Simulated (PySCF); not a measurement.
Compound: naphthalene, C10H8.
Bonds: C1–C2 (aromatic), C2–C3 (aromatic), C3–C4 (aromatic), C4–C5 (aromatic), C5–C6 (aromatic), C6–C7 (aromatic), C7–C8 (aromatic), C8–C9 (aromatic), C9–C10 (aromatic), C1–C10 (aromatic), C4–C9 (aromatic). Hydrogens: H11 on C1; H12 on C2; H13 on C3; H14 on C5; H15 on C6; H16 on C7; H17 on C8; H18 on C10.

The same species was optimised twice, with GFN2-xTB and with PBE0-D3(BJ)/def2-SVP (PySCF), and the same property calculations (PySCF, gas phase) were run on both structures.

```tsv
coordinate	GFN2-xTB	PBE0-D3(BJ)/def2-SVP	change
C6–C7 (Å)	1.404	1.414	+0.010
C4–C9 (Å)	1.420	1.430	+0.010
C1–C2 (Å)	1.404	1.414	+0.010
C7–C8 (Å)	1.366	1.375	+0.009
C5–C6 (Å)	1.366	1.375	+0.009
C1–C10 (Å)	1.366	1.375	+0.009
C2–C3 (Å)	1.367	1.375	+0.008
C4–C5 (Å)	1.411	1.419	+0.008
C8–C9 (Å)	1.411	1.419	+0.008
C9–C10 (Å)	1.411	1.419	+0.008
C3–C4 (Å)	1.411	1.419	+0.008
C1–C10–C9 (°)	120.7	120.8	+0.1
C8–C9–C10 (°)	122.2	122.2	0.0
C2–C3–C4 (°)	120.7	120.8	+0.1
C4–C5–C6 (°)	120.7	120.8	+0.1
C7–C8–C9 (°)	120.7	120.8	+0.1
C1–C2–C3 (°)	120.3	120.3	0.0
C4–C9–C10 (°)	118.9	118.9	0.0
C5–C6–C7 (°)	120.3	120.3	0.0
```

Rotational constants: A = 3168, B = 1250, C = 896.1 MHz (GFN2-xTB) against A = 3122, B = 1234, C = 884.3 MHz (PBE0-D3(BJ)/def2-SVP). Point groups within 0.08 Å: D2h and D2h.

On the GFN2-xTB structure: HOMO (eV) -6.38 [PBE0/pcSseg-1]; LUMO (eV) -1.19 [PBE0/pcSseg-1]; GIAO shielding of C1/C2/C6/C7 (mean) (ppm) 55.4 [PBE0/pcSseg-1]; GIAO shielding of C3/C5/C8/C10 (mean) (ppm) 52.9 [PBE0/pcSseg-1]; GIAO shielding of C4/C9 (mean) (ppm) 49.7 [PBE0/pcSseg-1].

**Question.** What do these properties become on the PBE0-D3(BJ)/def2-SVP structure?

**Answer.** 
```
                                    property          level  on GFN2-xTB  on PBE0-D3(BJ)/def2-SVP  change
                                   HOMO (eV)  PBE0/pcSseg-1        -6.38                    -6.38    0.00
                                   LUMO (eV)  PBE0/pcSseg-1        -1.19                    -1.24   -0.05
energy, GFN2-xTB geometry as zero (kcal/mol)  PBE0/pcSseg-1          0.0                     -0.2    -0.2
  GIAO shielding of C1/C2/C6/C7 (mean) (ppm)  PBE0/pcSseg-1         55.4                     53.1    -2.3
 GIAO shielding of C3/C5/C8/C10 (mean) (ppm)  PBE0/pcSseg-1         52.9                     50.7    -2.2
        GIAO shielding of C4/C9 (mean) (ppm)  PBE0/pcSseg-1         49.7                     47.4    -2.3
```

The heavy atoms differ by 0.013 Å rms after alignment. Among bonds between heavy atoms C1–C2, C1–C10, C4–C9, C5–C6, C6–C7 and C7–C8 change most and about equally (+0.009 to +0.010 Å). Changes are differences of the printed values. Neither structure is proved a minimum here.
